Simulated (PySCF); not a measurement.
# C4H4F2: electronic excitations at several levels of theory, part 2 of 2

PySCF 2.14.0. Atoms count from 0. The steps go on from the part before.

### Step 9. TDDFT and polarisability: LC-wPBE/def2-SVPD

Job settings and geometry (Å):

```
{"job": {"kind": "uv", "xc": "LC-wPBE", "basis": "def2-SVPD", "ip": true}, "charge": 0, "multiplicity": 1}
F     -2.137170     1.194160     0.075833
C     -1.485976    -0.005274     0.019592
C     -0.026047     0.166949     0.000200
C      1.090969     0.811696    -0.011667
F      1.718039     1.955762    -0.005249
C      1.286164    -0.642182    -0.028626
H     -1.776055    -0.618147     0.893141
H     -1.807853    -0.550723    -0.887137
H      1.608078    -1.176167     0.882176
H      1.579453    -1.157458    -0.959594
```

Level: TDDFT LC-wPBE/def2-SVPD, vertical, gas phase, core orbitals frozen in the response.

The log of the run:

```text
coarse grid: 9000 points
cycle   1  E = -353.8070075011  dE =  1.217e+00  |g| = 6.155e-01  |ddm| = 4.504e+00
cycle   2  E = -353.8310483626  dE = -2.404e-02  |g| = 5.919e-01  |ddm| = 1.259e+00
cycle   3  E = -353.8854780635  dE = -5.443e-02  |g| = 7.139e-02  |ddm| = 5.427e-01
cycle   4  E = -353.8863277062  dE = -8.496e-04  |g| = 2.511e-02  |ddm| = 1.167e-01
cycle   5  E = -353.8864880902  dE = -1.604e-04  |g| = 9.993e-03  |ddm| = 6.200e-02
cycle   6  E = -353.8865086706  dE = -2.058e-05  |g| = 2.227e-03  |ddm| = 2.102e-02
cycle   7  E = -353.8865102233  dE = -1.553e-06  |g| = 6.607e-04  |ddm| = 6.744e-03
final grid: 89528 points
cycle   8  E = -353.9508767278  dE = -2.515e-05  |g| = 1.183e-02  |ddm| = 5.575e-02
cycle   9  E = -353.9508694139  dE =  7.314e-06  |g| = 1.349e-02  |ddm| = 1.986e-02
cycle  10  E = -353.9508965592  dE = -2.715e-05  |g| = 4.357e-04  |ddm| = 8.905e-03
cycle  11  E = -353.9508965912  dE = -3.204e-08  |g| = 2.525e-04  |ddm| = 1.076e-03
cycle  12  E = -353.9508966071  dE = -1.589e-08  |g| = 4.452e-05  |ddm| = 6.024e-04
cycle  13  E = -353.9508966078  dE = -6.614e-10  |g| = 1.231e-05  |ddm| = 1.575e-04
converged SCF energy = -353.9508966078

Static polarisability (au): isotropic 46.881, principal 36.902 47.632 56.109

Singlet excitations
state   eV       nm        f      main configurations
  1   7.0201    176.6   0.00698   H->L 0.77
  2   7.0764    175.2   0.13814   H->L+2 0.60, H->L+1 0.27
  3   7.7322    160.3   0.00294   H->L+1 0.46, H->L+2 0.17, H->L+9 0.13
  4   7.9836    155.3   0.00170   H-1->L+2 0.67, H-1->L+1 0.23
  5   8.4020    147.6   0.04030   H->L+3 0.74
  6   8.5301    145.3   0.01110   H-2->L+2 0.61, H-2->L+1 0.20
  7   8.9483    138.6   0.00672   H->L+4 0.42, H->L+7 0.27
  8   9.1679    135.2   0.08749   H-1->L 0.75
  9   9.2799    133.6   0.00525   H->L+5 0.37, H->L+9 0.20, H->L+1 0.14
 10   9.6279    128.8   0.07124   H->L+6 0.72, H->L+8 0.11

Triplet excitations (Tamm-Dancoff, eV): 4.4466 6.7004 7.4351 7.4504
Vertical ionisation energy (delta-SCF) = 9.7108 eV
```

Wall time 43 s (1 thread of Arm Neoverse V1, shared host); peak memory 0.72 GiB.

This run: HOMO -9.94 eV, LUMO 2.17 eV; lowest singlet 7.02 eV.

### Step 10. Ultraviolet spectrum: PBE0/6-31G*

Settings changed since step 9:

```diff
@@ -1,2 +1,2 @@
-{"job": {"kind": "uv", "xc": "LC-wPBE", "basis": "def2-SVPD", "ip": true}, "charge": 0, "multiplicity": 1}
+{"job": {"kind": "uv", "xc": "PBE0", "basis": "6-31G*"}, "charge": 0, "multiplicity": 1}
 F     -2.137170     1.194160     0.075833
```

Method: TDDFT PBE0/6-31G*, vertical, gas phase, core orbitals frozen in the response.

The log of the run:

```text
coarse grid: 9000 points
cycle   1  E = -353.9768965823  dE =  1.001e+00  |g| = 5.904e-01  |ddm| = 3.119e+00
cycle   2  E = -353.9435298955  dE =  3.337e-02  |g| = 7.642e-01  |ddm| = 1.101e+00
cycle   3  E = -354.0375854792  dE = -9.406e-02  |g| = 6.124e-02  |ddm| = 6.479e-01
cycle   4  E = -354.0382084363  dE = -6.230e-04  |g| = 2.762e-02  |ddm| = 8.101e-02
cycle   5  E = -354.0383678879  dE = -1.595e-04  |g| = 1.094e-02  |ddm| = 3.272e-02
cycle   6  E = -354.0383939315  dE = -2.604e-05  |g| = 2.977e-03  |ddm| = 1.260e-02
cycle   7  E = -354.0383959551  dE = -2.024e-06  |g| = 8.780e-04  |ddm| = 3.303e-03
final grid: 89528 points
cycle   8  E = -354.0160905725  dE = -1.810e-05  |g| = 7.599e-03  |ddm| = 1.824e-02
cycle   9  E = -354.0160810371  dE =  9.535e-06  |g| = 1.074e-02  |ddm| = 1.566e-02
cycle  10  E = -354.0161029091  dE = -2.187e-05  |g| = 1.152e-03  |ddm| = 9.465e-03
cycle  11  E = -354.0161031795  dE = -2.703e-07  |g| = 2.933e-04  |ddm| = 1.320e-03
cycle  12  E = -354.0161031980  dE = -1.852e-08  |g| = 1.082e-04  |ddm| = 3.454e-04
cycle  13  E = -354.0161032007  dE = -2.738e-09  |g| = 1.678e-05  |ddm| = 9.924e-05
cycle  14  E = -354.0161032008  dE = -3.990e-11  |g| = 8.543e-06  |ddm| = 1.742e-05
converged SCF energy = -354.0161032008

Static polarisability (au): isotropic 40.146, principal 29.789 41.238 49.411

Singlet excitations
state   eV       nm        f      main configurations
  1   7.1550    173.3   0.16945   H->L 0.93
  2   7.7780    159.4   0.00014   H->L+1 0.71, H-1->L 0.26
  3   7.8427    158.1   0.00159   H-1->L 0.68, H->L+1 0.25
  4   8.4460    146.8   0.00038   H->L+2 0.79, H->L+3 0.13
  5   8.5725    144.6   0.00120   H-2->L 0.90
  6   9.1118    136.1   0.05911   H->L+3 0.83, H->L+2 0.15
  7   9.6324    128.7   0.05102   H-3->L 0.90
  8   9.7701    126.9   0.03314   H->L+4 0.97
  9   9.7915    126.6   0.00949   H-1->L+1 0.82
 10  10.2309    121.2   0.00679   H-4->L 0.92

Triplet excitations (Tamm-Dancoff, eV): 4.5921 7.3113 7.4292 7.7908
```

Run time: 9.1 s. Hardware: 1 thread of Arm Neoverse V1, shared host; peak memory 0.49 GiB.

This run: HOMO -6.91 eV, LUMO 0.95 eV; lowest singlet 7.16 eV.

### Step 11. Ultraviolet spectrum: PBE0/def2-SVP

Settings changed since step 10:

```diff
@@ -1,2 +1,2 @@
-{"job": {"kind": "uv", "xc": "PBE0", "basis": "6-31G*"}, "charge": 0, "multiplicity": 1}
+{"job": {"kind": "uv", "xc": "PBE0", "basis": "def2-SVP"}, "charge": 0, "multiplicity": 1}
 F     -2.137170     1.194160     0.075833
```

With the program's defaults for keys left out, this is: TDDFT PBE0/def2-SVP, vertical, gas phase, core orbitals frozen in the response.

The log of the run:

```text
coarse grid: 9000 points
cycle   1  E = -353.6536914296  dE =  9.551e-01  |g| = 5.800e-01  |ddm| = 3.447e+00
cycle   2  E = -353.6204738024  dE =  3.322e-02  |g| = 7.468e-01  |ddm| = 1.511e+00
cycle   3  E = -353.7119122797  dE = -9.144e-02  |g| = 5.911e-02  |ddm| = 9.003e-01
cycle   4  E = -353.7124514847  dE = -5.392e-04  |g| = 2.566e-02  |ddm| = 7.138e-02
cycle   5  E = -353.7125944729  dE = -1.430e-04  |g| = 9.060e-03  |ddm| = 3.122e-02
cycle   6  E = -353.7126103293  dE = -1.586e-05  |g| = 3.639e-03  |ddm| = 1.270e-02
cycle   7  E = -353.7126134128  dE = -3.084e-06  |g| = 7.502e-04  |ddm| = 4.000e-03
final grid: 89528 points
cycle   8  E = -353.7619062178  dE = -1.913e-05  |g| = 6.374e-03  |ddm| = 1.978e-02
cycle   9  E = -353.7619005620  dE =  5.656e-06  |g| = 8.604e-03  |ddm| = 1.335e-02
cycle  10  E = -353.7619152498  dE = -1.469e-05  |g| = 1.072e-03  |ddm| = 8.528e-03
cycle  11  E = -353.7619154727  dE = -2.229e-07  |g| = 2.437e-04  |ddm| = 1.417e-03
cycle  12  E = -353.7619154844  dE = -1.166e-08  |g| = 1.087e-04  |ddm| = 3.433e-04
cycle  13  E = -353.7619154872  dE = -2.843e-09  |g| = 1.308e-05  |ddm| = 1.101e-04
cycle  14  E = -353.7619154873  dE = -2.376e-11  |g| = 7.690e-06  |ddm| = 1.878e-05
converged SCF energy = -353.7619154873

Static polarisability (au): isotropic 40.893, principal 31.105 41.418 50.156

Singlet excitations
state   eV       nm        f      main configurations
  1   7.0578    175.7   0.16887   H->L 0.93
  2   7.6543    162.0   0.00491   H->L+1 0.76, H->L+2 0.16
  3   7.7061    160.9   0.00435   H->L+2 0.57, H-1->L 0.34
  4   7.8785    157.4   0.00121   H-1->L 0.60, H->L+2 0.24, H->L+1 0.13
  5   8.5310    145.3   0.00037   H-2->L 0.90
  6   8.7048    142.4   0.05217   H->L+3 0.93
  7   9.1383    135.7   0.02799   H->L+4 0.96
  8   9.5085    130.4   0.02425   H-3->L 0.53, H->L+5 0.43
  9   9.5832    129.4   0.07679   H->L+5 0.49, H-3->L 0.33, H-1->L+2 0.11
 10   9.7162    127.6   0.06137   H-1->L+2 0.59, H-1->L+1 0.27

Triplet excitations (Tamm-Dancoff, eV): 4.5507 7.2062 7.3468 7.4171
```

Run time: 10 s. Hardware: 1 thread of Arm Neoverse V1, shared host; peak memory 0.52 GiB.

Key values: HOMO -7.12 eV, LUMO 0.66 eV; lowest singlet 7.06 eV.

### Step 12. Comparing the runs: electronic excitations

Excitations and ground-state properties, with basis size and wall time:

```
                run  lowest singlet (eV)  brightest (eV)      f  gap (eV)  α (Å³)  μ (D)  functions   time
      LDA/def2-SVPD                 5.90            6.46  0.118      5.29    7.51   2.33        158   24 s
      PBE/def2-SVPD                 5.86            6.55  0.120      5.41    7.46   2.20        158   36 s
    B3LYP/def2-SVPD                 6.19            6.78  0.121      7.21    7.23   2.42        158   30 s
     PBE0/def2-SVPD                 6.42            6.87  0.111      7.69    7.14   2.40        158   30 s
BHandHLYP/def2-SVPD                 6.65            7.05  0.142      9.28    6.94   2.62        158   30 s
CAM-B3LYP/def2-SVPD                 6.45            6.90  0.132      9.68    7.11   2.52        158   37 s
  wB97X-D/def2-SVPD                 6.70            6.94  0.134     11.20    7.11   2.45        158   34 s
  LC-wPBE/def2-SVPD                 7.02            7.08  0.138     12.11    6.95   2.51        158   43 s
        PBE0/6-31G*                 7.16            7.16  0.169      7.86    5.95   1.96         92  9.1 s
      PBE0/def2-SVP                 7.06            7.06  0.169      7.78    6.06   2.13        104   10 s
```

### Step 13. Outcome

This closing draws on all 2 parts.

| quantity | value |
| --- | --- |
| lowest singlet (LDA/def2-SVPD) | 5.90 eV (210 nm), f = 0.001 |
| brightest single state of those computed | state 3, 6.46 eV, f = 0.118 |
| lowest triplet | 4.66 eV |
| vertical ionisation energy (ΔSCF) | 9.49 eV |
| range of the lowest singlet | 5.86 to 7.16 eV |

In words: Single values in the summary come from the first sound run of each kind (LDA/def2-SVPD), which need not be the best level. The first singlet state (HOMO→LUMO+1 0.98) lies at 5.90 eV and is dark; of the 10 states computed, the strongest absorption comes from state 3 at 6.46 eV. The lowest triplet lies 1.24 eV below the lowest singlet (triplets in Tamm-Dancoff, singlets in full TDDFT). The brightest state lies above −ε(HOMO) (6.18 eV), where this functional's continuum begins, so it hangs on the basis. ΔSCF puts the ionisation energy at 9.49 eV, 3.32 eV above −ε(HOMO). The lowest singlet runs from 5.86 eV (PBE/def2-SVPD) to 7.16 eV (PBE0/6-31G*), while the orbital gap spans 5.29 to 12.11 eV. The lowest state need not be the same one in every run.
